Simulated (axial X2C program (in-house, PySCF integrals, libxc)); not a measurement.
# SSiS²⁺: bond lengths and stretches, held linear

Aim: the two bond lengths and stretching wavenumbers of linear SSiS²⁺, with and without spin–orbit coupling, at PBE0, BHandHLYP.

The runs use an in-house X2C program for linear molecules on PySCF integrals; all-electron X2C, two-component (2c) or spin-free, S dyall-av3z, Si dyall-v3z.

All values are calculated.

2 further runs of the same task are left out: 2 set aside as unsound or not needed.

### 1 Set-up

Input file task.json:

```json
{"zs": [16, 14, 16], "q": 2, "bas": ["dyall-av3z", "dyall-v3z", "dyall-av3z"], "r0": [2.01, 2.01], "symm": 1, "scan": ["PBE0", "HF", "BHandHLYP"], "levels": ["PBE0", "HF", "B3LYP"], "nst": 2}
```

Keys: zs atomic numbers; q charge; bas basis sets; r0 starting distance in Å; symm equal bonds; scan levels of the two-bond scan; levels methods; nst determinants followed.

The run is started by

```
$ python solin.py task.json out
```

Masses S 31.972, Si 27.977, S 31.972 u.

### 2 Scan at PBE0, 2c

State: Ω = 1 (beyond evenly filled blocks: ω = -1/2, ω = 3/2). Energies above the lowest point, from the job's result record:

```csv
r(S–Si) (Å),r(Si–S) (Å),E (meV)
1.9646,1.9646,55.20
1.9646,2.0150,19.87
1.9646,2.0654,26.98
2.0150,1.9646,19.87
2.0150,2.0150,0.00
2.0150,2.0654,21.78
2.0150,2.1158,74.53
2.0654,1.9646,26.98
2.0654,2.0150,21.78
2.0654,2.0654,57.49
2.1158,2.0150,74.53
2.1158,2.1158,201.83
```

A quadratic surface with cubic terms in each bond gives the minimum at 2.013 and 2.013 Å, force constants 2.62, 2.62 and coupling 0.88 mdyn/Å.

### 3 Scan at BHandHLYP, 2c

State: Ω = 1 (beyond evenly filled blocks: ω = -1/2, ω = 3/2). Energies above the lowest point, from the job's result record:

```csv
r(S–Si) (Å),r(Si–S) (Å),E (meV)
1.9646,1.9646,29.23
1.9646,2.0150,5.31
1.9646,2.0654,19.99
2.0150,1.9646,5.31
2.0150,2.0150,0.00
2.0150,2.0654,32.34
2.0150,2.1158,92.23
2.0654,1.9646,19.99
2.0654,2.0150,32.34
2.0654,2.0654,81.38
2.1158,2.0150,92.23
2.1158,2.1158,247.71
```

A quadratic surface with cubic terms in each bond gives the minimum at 2.001 and 2.001 Å, force constants 2.5, 2.5 and coupling 1.05 mdyn/Å.

### 4 Scan at PBE0, spin-free

State: M_S = 1, Λ = 0 (beyond evenly filled blocks: π+α, π-α). Energies above the lowest point, from the job's result record:

```csv
r(S–Si) (Å),r(Si–S) (Å),E (meV)
1.9646,1.9646,54.44
1.9646,2.0150,19.50
1.9646,2.0654,26.94
2.0150,1.9646,19.50
2.0150,2.0150,0.00
2.0150,2.0654,22.11
2.0150,2.1158,75.15
2.0654,1.9646,26.94
2.0654,2.0150,22.11
2.0654,2.0654,58.14
2.1158,2.0150,75.15
2.1158,2.1158,203.05
```

A quadratic surface with cubic terms in each bond gives the minimum at 2.012 and 2.012 Å, force constants 2.62, 2.62 and coupling 0.88 mdyn/Å.

### 5 The levels side by side

| level | r(S–Si) (Å) | r(Si–S) (Å) | lower stretch (cm⁻¹) | upper stretch (cm⁻¹) |
| --- | --- | --- | --- | --- |
| PBE0, 2c | 2.013 | 2.013 | 431.0 | 552.0 |
| BHandHLYP, 2c | 2.001 | 2.001 | 434.1 | 502.2 |
| PBE0, spin-free | 2.012 | 2.012 | 431.1 | 552.3 |
| BHandHLYP, spin-free | 2.001 | 2.001 | 434.2 | 502.4 |

Scans not shown above were run alike.

**Reading.** Over the levels the S–Si bond spans 2.001 to 2.013 Å and the Si–S bond 2.001 to 2.013 Å. At PBE0 spin–orbit coupling leaves both bonds unchanged to 0.001 Å. Each state is one determinant, the lowest of a limited PBE0 search; the stretches come from a fit to few points and are good to some per cent at best. The stretches are sorted by size, and where the two bonds are alike the symmetric and antisymmetric modes can swap order between levels. A multiply charged ion may be only metastable. The molecule was held linear; bending was not examined, so a bent shape may lie lower. Open-shell Ω = 0 determinants with evenly filled partner blocks cannot be reached by this program, so the Ω shown need not be the lowest component. Note: several unpaired electrons, one determinant need not be a pure state.
